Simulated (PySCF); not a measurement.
Species: C5H10S.
Bonds: C1–C2, C2–C3, C3–C4, C4–S5, S5–C6, C3–C6. Hydrogens: H7, H8, H9 on C1; H10, H11 on C2; H12 on C3; H13, H14 on C4; H15, H16 on C6.

Computed with PySCF at CAM-B3LYP/def2-SVPD, non-relativistic, on one gas-phase PBE0-D3(BJ)/def2-SVP geometry that isn't relaxed in the solvent. The solvent is an IEF-PCM continuum (Bondi radii, 1.10 Å for H, scaled by 1.2), and excitations are vertical TDDFT with non-equilibrium linear response and a frozen core. Specific hydrogen bonds and non-electrostatic terms are outside this model.

Gas-phase singlets (H = HOMO, L = LUMO):

```json
{"state": "S1", "E (eV)": "4.649", "λ (nm)": "267", "f": "0.000", "leading configurations": "H→L 81%, H→L+7 9%"}
{"state": "S2", "E (eV)": "5.944", "λ (nm)": "209", "f": "0.026", "leading configurations": "H→L+2 86%"}
{"state": "S3", "E (eV)": "6.278", "λ (nm)": "197", "f": "0.008", "leading configurations": "H→L+1 68%, H→L+4 16%"}
{"state": "S4", "E (eV)": "6.569", "λ (nm)": "189", "f": "0.046", "leading configurations": "H→L+3 90%"}
{"state": "S5", "E (eV)": "7.118", "λ (nm)": "174", "f": "0.035", "leading configurations": "H-1→L 83%"}
```

Problem. Give the list for chloroform (ε = 4.711), n² = 2.09.

Solution. 
```tsv
state	E (eV)	λ (nm)	f	leading configurations	change by rank (eV)
S1	4.709	263	0.000	H→L 86%, H→L+7 9%	+0.060
S2	5.929	209	0.042	H→L+1 58%, H→L+2 37%	-0.015
S3	6.464	192	0.015	H→L+2 47%, H→L+1 27%, H→L+4 18%	+0.186
S4	6.685	185	0.071	H→L+3 93%	+0.116
S5	7.060	176	0.051	H-1→L 88%	-0.058
```

Problem. How does the list change in tetrahydrofuran (ε = 7.426)?

Solution. 
```tsv
state	E (eV)	λ (nm)	f	leading configurations	change by rank (eV)
S1	4.723	263	0.000	H→L 86%, H→L+7 9%	+0.074
S2	5.930	209	0.043	H→L+1 78%, H→L+2 18%	-0.014
S3	6.498	191	0.016	H→L+2 61%, H→L+4 18%, H→L+1 13%	+0.220
S4	6.707	185	0.071	H→L+3 94%	+0.138
S5	7.057	176	0.050	H-1→L 88%	-0.061
```

Problem. The ground-state energy changes by -0.117 eV from gas to tetrahydrofuran. By how much does the total energy of gas-phase S1 change?

Solution. E(S1) = E(S0) + excitation energy, so it changes by -0.117 + 0.074 = -0.043 eV: it is lowered less than the ground state, which is what a blue shift means. This is the vertical state, with the slow part of the continuum still set for S0.

Problem. How do the frontier levels move from gas to tetrahydrofuran?

Solution. 
```tsv
orbital	gas (eV)	solvent (eV)	change (eV)
LUMO+2	1.62	1.56	-0.06
LUMO+1	1.31	1.45	+0.14
LUMO	0.94	0.95	+0.01
HOMO	-7.62	-7.74	-0.12
HOMO-1	-9.52	-9.49	+0.03
HOMO-2	-10.64	-10.44	+0.20
HOMO-3	-10.85	-10.62	+0.23
```

The HOMO–LUMO gap goes from 8.56 to 8.69 eV. Rows go by rank; for LUMO+1 and LUMO+2 the atom shares or the degeneracy differ between the runs, so the row needn't follow one orbital.

The values belong to the conformer `[CH3:1][CH2:2][CH:3]1[CH2:4][S:5][CH2:6]1`: C1–C2–C3–C4 -177°.
